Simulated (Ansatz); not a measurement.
The input, for Ansatz 0.2.0:

```yaml
crystal:
  periodic: [false, false, false]
  atoms:
    - {symbol: C, position_ang: [0.000000, 0.000000, 0.552818]}
    - {symbol: C, position_ang: [0.000000, 0.000000, -0.737775]}
    - {symbol: H, position_ang: [0.000000, -0.939613, 1.101979]}
    - {symbol: H, position_ang: [0.000000, 0.939613, 1.101979]}
basis:
  gaussian: {orbitals: cc-pVTZ}
magnetization: {spin_polarized: true, initial_magnetization: 0}
hamiltonian: {xc: hf}
output: {orbitals: {seedname: orbitals}}
```

```sh
$ ansatz run in.yaml --threads 1 --pin off --events-out ev --progress --plain --max-ram 4096MiB --backend cpu
```

The program prints:

```
554 factors; their error is unknown
mean field evaluation 1: about -2088.2125 eV, gradient 1.5e1 eV
mean field evaluation 2: about -2089.4282 eV, gradient 5.6e0 eV
mean field evaluation 4: about -2089.6466 eV, gradient 6.8e-1 eV
mean field evaluation 8: about -2089.6688 eV, gradient 2.0e-1 eV
mean field evaluation 16: about -2089.6842 eV, gradient 5.7e-1 eV
mean field evaluation 32: about -2089.6690 eV, gradient 6.1e-5 eV
mean field evaluation 64: about -2088.0580 eV, gradient 7.8e0 eV
mean field evaluation 96: about -2089.6083 eV, gradient 1.8e0 eV
mean field -2089.68640967 eV, -76.7945591151 hartree, gradient 1.7e-5 eV, S^2 0.156593; 3 other end points of the search recorded, 0 dependent functions left out
reference -2089.68640967 eV, -76.7945591151 hartree; 7, 7 occupied and 81, 81 virtual orbitals, 554 factors
Total energy: -2089.68640967 eV, -76.7945591151 hartree
```

Ran on 1 thread of AMD EPYC 7R13, shared host: 1.4 s wall, 0.22 GiB peak host memory.
